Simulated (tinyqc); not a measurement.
Worked calculation: UHF in the sto-6g basis, for LiH+, spin multiplicity 2. One step of it, computed by the program tinyqc.

Problem. Iteration 2: DIIS coefficients. Solve [B -1; -1 0][c; lambda] = [0; -1] for the coefficients, which sum to one.

B (overlaps of the stored error matrices):
$$\begin{pmatrix}
3.0822227e-02 & 8.1340619e-05 \\
8.1340619e-05 & 5.5934554e-02
\end{pmatrix}$$

Give: DIIS coefficients.

Solution.

DIIS coefficients: [0.6450, 0.3550]
